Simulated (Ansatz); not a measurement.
# AlH₂⁻, singlet in 6-31++G**: errors against full CI

Geometry: a point of a bend scan, not a stationary point.

```xyz
3

Al    0.0000   -0.0701    0.0000
H     0.0000    0.9380   -1.3649
H     0.0000    0.9380    1.3649
```

Basis 6-31++G** (Cartesian d functions); Ansatz 0.2.0. Only valence electrons are correlated (noble-gas cores frozen), which leaves 6 electrons in 30 orbitals. Prefix R: restricted or restricted open-shell reference; prefix U: unrestricted. Active spaces: pair = (2e, 2o) about the gap; valence = (6e, 6o) chosen from the atoms' valence shells.

Full CI is exact within this basis and frozen core; it isn't the basis-set limit. The frozen core follows each run's orbitals, which can shift R against U totals by a few meV.

```
UHF ⟨S²⟩                          : 0.498
T1 diagnostic (RCCSD)             : 0.0162
largest doubles amplitude (RCCSD) : 0.068
```

```json
{"level": "RHF", "E − E(full CI) (mEh)": "95.04", "share of correlation (%)": "0.00", "wall time": "–"}
{"level": "RMP2", "E − E(full CI) (mEh)": "24.95", "share of correlation (%)": "73.75", "wall time": "–"}
{"level": "CISD", "E − E(full CI) (mEh)": "6.68", "share of correlation (%)": "92.97", "wall time": "0.48 s"}
{"level": "RCCSD", "E − E(full CI) (mEh)": "2.52", "share of correlation (%)": "97.35", "wall time": "–"}
{"level": "RCCSD(T)", "E − E(full CI) (mEh)": "0.65", "share of correlation (%)": "99.32", "wall time": "0.21 s"}
{"level": "BCCD(T)", "E − E(full CI) (mEh)": "0.64", "share of correlation (%)": "99.33", "wall time": "0.27 s"}
{"level": "RCCSDT", "E − E(full CI) (mEh)": "0.09", "share of correlation (%)": "99.90", "wall time": "–"}
{"level": "RCCSDT(Q)", "E − E(full CI) (mEh)": "0.02", "share of correlation (%)": "99.97", "wall time": "0.78 s"}
{"level": "RCCSDTQ", "E − E(full CI) (mEh)": "0.00", "share of correlation (%)": "100.00", "wall time": "11 s"}
{"level": "CASSCF (pair space)", "E − E(full CI) (mEh)": "81.68", "share of correlation (%)": "14.06", "wall time": "–"}
{"level": "MRCISD (pair space)", "E − E(full CI) (mEh)": "5.10", "share of correlation (%)": "94.63", "wall time": "–"}
{"level": "MRCISD+Q (pair space)", "E − E(full CI) (mEh)": "-0.77", "share of correlation (%)": "100.81", "wall time": "0.66 s"}
{"level": "CASSCF (valence space)", "E − E(full CI) (mEh)": "54.63", "share of correlation (%)": "42.52", "wall time": "–"}
{"level": "NEVPT2 (valence space)", "E − E(full CI) (mEh)": "19.92", "share of correlation (%)": "79.04", "wall time": "0.33 s"}
{"level": "NEVPT4(SD) (valence space)", "E − E(full CI) (mEh)": "4.87", "share of correlation (%)": "94.88", "wall time": "0.6 s"}
{"level": "MRCISD (valence space)", "E − E(full CI) (mEh)": "3.08", "share of correlation (%)": "96.76", "wall time": "–"}
{"level": "MRCISD+Q (valence space)", "E − E(full CI) (mEh)": "0.91", "share of correlation (%)": "99.04", "wall time": "0.66 s"}
```

The correlation energy at full CI, counted from RHF, is -2.586 eV. That run took 15 s on 1 thread of Arm Neoverse V2, shared host over 4,171,528 determinants.

Run but not shown, since their state or frozen core can't be matched to the reference's or they repeat it: UHF, UMP2, UCCSD, UCCSD(T), UCCSDT, UCCSDT(Q).

Times hold each run's SCF and search for its determinant on a shared host, so for small cases they say little of a method's own cost; they ran on 1 thread of Arm Neoverse V2.

More than 5 meV below full CI, which no variational method can be: MRCISD+Q (pair space).

The full-CI state has the irrep A1 of C2v, in the program's axes.

Natural occupations of full CI about the gap: 1.962 1.953 1.881 0.065 0.036 0.030 0.022 0.012 0.010 0.006; effectively unpaired electrons, Σ n²(2−n)², 0.09.
